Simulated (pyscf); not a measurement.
HC≡CH + HF → HC≡C–F + H₂, a four-centre exchange (singlet surface; C–H, F–H broken, C–F, H–H formed). Optimised with ωB97X-D3(BJ)/def2-SVP in PySCF. Energies in kcal/mol from the separated reactants.

Small-basis levels: PySCF, no dispersion term, spherical d functions. AM1 to PM7: differences of heats of formation from MOPAC, which are fitted to 298 K values and so differ in kind from electronic energies by zero-point and thermal terms. 

```
level                   barrier  reaction energy
----------------------  -------  ---------------
HF/STO-3G                 146.7             +3.8
HF/6-31G*                 138.5            +31.5
MP2/6-31G*                113.9            +27.8
B3LYP/3-21G                86.6             +8.3
B3LYP/LANL2DZ             106.6            +35.4
B3LYP/6-31G*               99.2            +20.4
PBE/def2-SVP               84.1            +23.1
B3LYP/def2-SVP             98.2            +26.4
PM7                       110.8             -4.9
ωB97M-D3(BJ)/def2-TZVP    107.6            +35.2
```

Against the last row the barrier runs from -23.5 (PBE/def2-SVP) to +39.0 kcal/mol (HF/STO-3G). ωB97M-D3(BJ)/def2-TZVP has limits of its own. On the reactant side the descent ends in a complex, 5.3 kcal/mol under the separated species and 113.5 kcal/mol under the saddle at ωB97X-D3(BJ)/def2-TZVP. The same reactants have a lower exit, to H₂C=CH–F (barrier +45.4 kcal/mol at ωB97M-D3(BJ)/def2-TZVP, against +107.6 kcal/mol here). One saddle was located; it need not be the lowest between these sides.
